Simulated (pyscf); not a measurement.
Thermochemistry of product channels of AlH [singlet] + silanol (HO–SiH₃) on the singlet surface, in kJ/mol, from CCSD(T)/def2-TZVPP + ΔMP2(QZVPP) energies (ideal gas, 1 atm, RRHO with modes under 100 cm⁻¹ raised to 100, one conformer, R ln 2 for rigid chiral ones). Optimised with ωB97X-D3(BJ)/def2-SVP in PySCF. Correlated levels are frozen-core, on RHF or UHF. ΔMP2 is the change of the MP2 total energy from the triple- to the quadruple-zeta basis.

| products | ΔE | ΔH(298 K) | ΔG(298 K) | ΔG(1200 K) |
|---|---|---|---|---|
| H₂Al–O–SiH₃ | -275.1 | -275.3 | -237.5 | -127.5 |
| HO–AlH–SiH₃ | -173.7 | -169.2 | -131.4 | -25.9 |

These are energies of the channels, which say nothing of barriers. The CCSD(T) − MP2 part came from Ansatz, without density fitting, on the same reference.
